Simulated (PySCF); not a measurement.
Li₂, SMILES [Li][Li].

Geometry: B3LYP-D3(BJ)/def2-TZVPD.

Vertical ionisation energy (IE) and electron affinity (EA) in eV. Rows of orbital energies are one-electron estimates. Where ΔSCF, EOM or ADC give a negative EA the extra electron is unbound and the value depends on the basis.

```json
[
 {"level": "−ε(HOMO), −ε(LUMO), B3LYP/def2-TZVPD (PySCF)", "IE": "3.65", "EA": "1.44"},
 {"level": "−ε(HOMO), −ε(LUMO), CAM-B3LYP/def2-TZVPD (PySCF)", "IE": "4.61", "EA": "0.67"}
]
```
